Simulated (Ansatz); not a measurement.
# Si(SMe)H3 (CH₆SSi): a spread of methods and bases

How do the results and run time of Si(SMe)H3 (CH₆SSi) respond when the settings are drawn wide?

Method: the settings change from run to run; program: Ansatz 0.2.0, Gaussian basis.

2 further runs of the same task are left out: 2 that didn't finish.

**1. The relaxed structure**

The geometry comes from an earlier relaxation with PBE-D4 in a triple-zeta def2 set; it is a stationary point, not always the lowest conformer.

9 atoms, charge 0, spin multiplicity 1.

Atoms are counted from 1 here; the program's logs count them from 0.

Bond lengths: Si1–S2 2.138 Å, Si1–H7 1.498 Å, Si1–H8 1.493 Å, Si1–H9 1.498 Å, S2–C3 1.832 Å, C3–H4 1.097 Å, C3–H5 1.097 Å, C3–H6 1.097 Å. Angles: S2–Si1–H7 111.6°, S2–Si1–H8 106.2°, S2–Si1–H9 111.1°, H7–Si1–H8 110.0°, H7–Si1–H9 107.8°, H8–Si1–H9 110.2°, Si1–S2–C3 99.0°, S2–C3–H4 111.0°, S2–C3–H5 106.6°, S2–C3–H6 111.2°, H4–C3–H5 109.0°, H4–C3–H6 110.1°, H5–C3–H6 108.9°.

**2. wB97X-V/def2-TZVP**

Set apart from the defaults: a grid of angular degree 47.

in.yaml reads:

```yaml
crystal:
  periodic: [false, false, false]
  atoms:
    - {symbol: Si, position_ang: [-0.372589, 0.844833, -1.172066]}
    - {symbol: S, position_ang: [-0.438112, 0.804706, 0.965051]}
    - {symbol: C, position_ang: [0.359571, -0.820301, 1.246981]}
    - {symbol: H, position_ang: [-0.226629, -1.629756, 0.793989]}
    - {symbol: H, position_ang: [0.392660, -0.967894, 2.333311]}
    - {symbol: H, position_ang: [1.384177, -0.832474, 0.854442]}
    - {symbol: H, position_ang: [1.036057, 0.839148, -1.681892]}
    - {symbol: H, position_ang: [-1.059010, 2.104220, -1.585174]}
    - {symbol: H, position_ang: [-1.076113, -0.342483, -1.754643]}
basis:
  gaussian: {orbitals: def2-TZVP, final_grid: {core_spheres: 20, valence_spheres: 16, degree: 47}}
hamiltonian: {xc: {name: wB97X-V}}
scf: {omitted_lower_state_checks: [starts]}
```

Launch:

```sh
> ansatz run in.yaml --threads 4 --pin off --events-out ev --progress --plain --max-ram 3916MiB
```

The program printed:

```text
Functional definition: wB97X-V
  name "wB97X-V"
  cite "Mardirossian & Head-Gordon, Phys. Chem. Chem. Phys. 16, 9904 (2014) doi:10.1039/C3CP54374A"
  cite "Becke, J. Chem. Phys. 107, 8554 (1997) doi:10.1063/1.475007"
  cite "Vydrov & Van Voorhis, J. Chem. Phys. 133, 244103 (2010) doi:10.1063/1.3521275"
  parameter omega = 0.3/bohr
  parameter cx = 0.167
  parameter cx1 = 0.603
  parameter cx2 = 1.194
  parameter css0 = 0.556
  parameter css1 = -0.257
  parameter cos0 = 1.219
  parameter cos1 = -1.850
  parameter b = 6.0
  parameter c = 0.01
  exchange = spin_sum(e_x_unif_sr(omega)*poly(b97_u_x, 1 - cx, cx1, cx2)) + cx*exact_x_sr(omega) + exact_x_lr(omega)
  correlation = spin_sum(e_c_pw_same_spin*poly(b97_u_same, css0, css1))
      + integral(e_c_pw_opposite_spin*poly(b97_u_opposite, cos0, cos1)) + vv10(b, c)
these checks for a lower state are left out or cut short: starts
967 factors; their error is unknown
262 factors; integrals over basis functions are off by at most 1.3e-5 eV
mean field evaluation 1: about -19844.7441 eV, gradient 2.4e1 eV
mean field evaluation 2: about -19845.5021 eV, gradient 1.6e1 eV
mean field evaluation 4: about -19846.1223 eV, gradient 6.6e-1 eV
mean field evaluation 8: about -19846.1603 eV, gradient 2.5e-1 eV
mean field evaluation 16: about -19846.1603 eV, gradient 2.0e-5 eV
mean field -19846.16034224 eV, -729.3329403666 hartree, gradient 2.0e-5 eV, S^2 0.000000; 0 other end points of the search recorded, 0 dependent functions left out
reference -19846.16034021 eV, -729.3329402922 hartree; 21, 21 occupied and 120, 120 virtual orbitals, 967 factors
Total energy: -19846.16034021 eV, -729.3329402922 hartree
Checks for a lower state left out: starts
```

Run time: 4.8 s. Hardware: 4 threads of Arm Neoverse N1, shared host.

**3. SVWN5/STO-3G**

Set apart from the defaults: the search for lower states set to off.

in.yaml: that of step 2 with these lines changed.

```diff
@@ -13,4 +13,4 @@
 basis:
-  gaussian: {orbitals: def2-TZVP, final_grid: {core_spheres: 20, valence_spheres: 16, degree: 47}}
-hamiltonian: {xc: {name: wB97X-V}}
-scf: {omitted_lower_state_checks: [starts]}
+  gaussian: {orbitals: STO-3G}
+hamiltonian: {xc: {name: SVWN5}}
+scf: {lower_state_search: off}
```

Launched as before.

The program printed, cut to the lines that bear on the results:

```text
Functional definition: SVWN5
  name "SVWN5"
  cite "Dirac, Proc. Camb. Phil. Soc. 26, 376 (1930) doi:10.1017/S0305004100016108"
  cite "Slater, Phys. Rev. 81, 385 (1951) doi:10.1103/PhysRev.81.385"
  cite "Vosko, Wilk & Nusair, Can. J. Phys. 58, 1200 (1980) doi:10.1139/p80-159"
[...]
343 factors; integrals over basis functions are off by at most 3.6e-5 eV
[...]
mean field -19542.04507385 eV, -718.1569103900 hartree, gradient 9.6e-6 eV, S^2 0.000000; 0 other end points of the search recorded, 0 dependent functions left out
reference -19542.04509358 eV, -718.1569111151 hartree; 21, 21 occupied and 8, 8 virtual orbitals, 343 factors
Total energy: -19542.04509358 eV, -718.1569111151 hartree
Checks for a lower state left out: stability, starts, cluster_reference, orbital_swaps, neighbouring_geometries, increment
```

It took 0.25 s on 4 threads of Arm Neoverse N1, shared host.

**4. PBE0-DH/6-31G**

This run has coordinates scaled by 1.12.

in.yaml reads:

```yaml
crystal:
  periodic: [false, false, false]
  atoms:
    - {symbol: Si, position_ang: [-0.417300, 0.946213, -1.312714]}
    - {symbol: S, position_ang: [-0.490686, 0.901270, 1.080858]}
    - {symbol: C, position_ang: [0.402719, -0.918737, 1.396619]}
    - {symbol: H, position_ang: [-0.253825, -1.825326, 0.889268]}
    - {symbol: H, position_ang: [0.439779, -1.084041, 2.613308]}
    - {symbol: H, position_ang: [1.550278, -0.932371, 0.956975]}
    - {symbol: H, position_ang: [1.160384, 0.939846, -1.883719]}
    - {symbol: H, position_ang: [-1.186092, 2.356727, -1.775395]}
    - {symbol: H, position_ang: [-1.205246, -0.383580, -1.965200]}
basis:
  gaussian: {orbitals: 6-31G}
hamiltonian: {xc: {name: PBE0-DH}}
scf: {omitted_lower_state_checks: [starts]}
```

Launched as before.

The program printed, cut to the lines that bear on the results:

```text
Functional definition: PBE0-DH
  name "PBE0-DH"
  cite "Brémond & Adamo, J. Chem. Phys. 135, 024106 (2011) doi:10.1063/1.3604569"
  cite "Perdew, Burke & Ernzerhof, Phys. Rev. Lett. 77, 3865 (1996) doi:10.1103/PhysRevLett.77.3865"
[...]
599 factors; integrals over basis functions are off by at most 2.3e-4 eV
[...]
mean field -19831.51573458 eV, -728.7947609618 hartree, gradient 1.9e-6 eV, S^2 0.000000; 0 other end points of the search recorded, 0 dependent functions left out
11 core orbitals not correlated: weight in the atoms' cores, before any rotation towards them, 1.000 or more for the frozen orbitals, at most 0.000 for the correlated occupied ones
reference -19831.51575064 eV, -728.7947615517 hartree; 10, 10 occupied and 26, 26 virtual orbitals, 599 factors
second order -7.91117837 eV of doubles, -0.00000000 eV of singles
Total energy: -19832.50464793 eV, -728.8311028570 hartree
Checks for a lower state left out: starts
```

Wall time 0.9 s (4 threads of Arm Neoverse N1, shared host).

**5. RPA/cc-pVDZ**

Options: high accuracy.

in.yaml reads:

```yaml
crystal:
  periodic: [false, false, false]
  atoms:
    - {symbol: Si, position_ang: [-0.372589, 0.844833, -1.172066]}
    - {symbol: S, position_ang: [-0.438112, 0.804706, 0.965051]}
    - {symbol: C, position_ang: [0.359571, -0.820301, 1.246981]}
    - {symbol: H, position_ang: [-0.226629, -1.629756, 0.793989]}
    - {symbol: H, position_ang: [0.392660, -0.967894, 2.333311]}
    - {symbol: H, position_ang: [1.384177, -0.832474, 0.854442]}
    - {symbol: H, position_ang: [1.036057, 0.839148, -1.681892]}
    - {symbol: H, position_ang: [-1.059010, 2.104220, -1.585174]}
    - {symbol: H, position_ang: [-1.076113, -0.342483, -1.754643]}
basis:
  gaussian: {orbitals: cc-pVDZ}
hamiltonian: {xc: {name: PBE0}}
correlation: {method: rpa}
accuracy: high
scf: {omitted_lower_state_checks: [starts]}
```

Launched as before.

The program printed, cut to the lines that bear on the results:

```text
Functional definition: PBE0
  name "PBE0"
  cite "Adamo & Barone, J. Chem. Phys. 110, 6158 (1999) doi:10.1063/1.478522"
  cite "Perdew, Burke & Ernzerhof, Phys. Rev. Lett. 77, 3865 (1996) doi:10.1103/PhysRevLett.77.3865"
  parent pbe
[...]
1926 factors; integrals over basis functions are off by at most 3.9e-9 eV
[...]
mean field -19839.69674687 eV, -729.0954076179 hartree, gradient 8.4e-8 eV, S^2 0.000000; 0 other end points of the search recorded, 0 dependent functions left out
11 core orbitals not correlated: weight in the atoms' cores, before any rotation towards them, 1.000 or more for the frozen orbitals, at most 0.000 for the correlated occupied ones
reference -19805.12220394 eV, -727.8248166009 hartree; 10, 10 occupied and 59, 59 virtual orbitals, 1926 factors
Total energy: -19822.02044719 eV, -728.4458155863 hartree
Checks for a lower state left out: starts
```

It took 5.5 s on 4 threads of Arm Neoverse N1, shared host.

**6. All runs side by side**

```tsv
level	charge	multiplicity	geometry	functions	energy (eV)	time
wB97X-V/def2-TZVP	0	1	relaxed	141	-19846.160	4.8 s
SVWN5/STO-3G	0	1	relaxed	29	-19542.045	0.25 s
PBE0-DH/6-31G	0	1	scaled	47	-19832.505	0.9 s
RPA/cc-pVDZ	0	1	relaxed	80	-19822.020	5.5 s
```

**7. Outcome**

| quantity | value |
| --- | --- |
| runs | 4 |
| quickest | SVWN5/STO-3G, 0.25 s |
| slowest | RPA/cc-pVDZ, 5.5 s |
| spread of total energies, same state and geometry | 304.1 eV |

**Reading.** Run time spans a factor of 22, from SVWN5/STO-3G to RPA/cc-pVDZ. The jobs differ in tasks and options as well as level. Total energies at one charge and spin differ by 304 eV between levels, so only differences within one level mean anything.
